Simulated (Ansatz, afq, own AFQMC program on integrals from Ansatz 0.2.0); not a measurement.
**Ni⁺, quartet: AFQMC among the cluster methods**

A free Ni cation.

Basis def2-SVP. Only valence electrons are correlated. AFQMC by an in-house program on the Cholesky factors that Ansatz 0.2.0 writes for its CCSD(T) run. The CISD trial takes its coefficients from CCSD amplitudes. Released means that phaseless walkers are propagated on without the constraint, phases kept. Free AFQMC starts from the CCSD state and is never constrained. Its projection time is finite, and what remains of the start isn't in its error. Error bars are statistical, one sigma. The metal's outer-core s and p shells are frozen, which shifts wave-function levels against functionals.

Determinant: UHF, the one that the program's search chose, which needn't be the lowest solution.

No full CI on the walks' own integrals is used here; CCSDT(Q) serves as the reference and is uncertain by about the last step of the cluster series.

Cautions: no relativity below Rb; outer-core shells of the metal frozen; another spin lies lower; the ph-AFQMC/HF walk drifts between its halves (2.2 errors).

```
T1 diagnostic                               : 0.0063
weight of the determinant in the CISD state : 0.972
⟨S²⟩ of the determinant                     : 3.751
size of the correlated space                : 9 electrons in 22 orbitals
```

Reference: CCSDT(Q), correlation energy -4.312 eV. The released energy is read at 1.50 1/Eh (meV from the phaseless value at times in 1/Eh: 0 ± 5 at 0.24, -5 ± 5 at 0.50, -2 ± 5 at 1.00, -1 ± 7 at 1.50).

```
         level  E − E(reference) (mEh)  share of correlation (%)
            HF                  158.45                      0.00
           MP2                    0.74                     99.54
          CCSD                    3.10                     98.05
       CCSD(T)                   -0.46                    100.29
         CCSDT                   -0.38                    100.24
   ph-AFQMC/HF             0.01 ± 0.88                     99.99
 ph-AFQMC/CISD             0.10 ± 0.15                     99.93
released AFQMC             0.07 ± 0.27                     99.96
    free AFQMC             0.11 ± 0.35                     99.93
```

Free projections are given only where their last times agree within the noise and don't stop above the reference; a slow remainder of the start can still hide under it. Released energies are given only where the last usable release times agree within the noise; a slower fall can still hide under it.
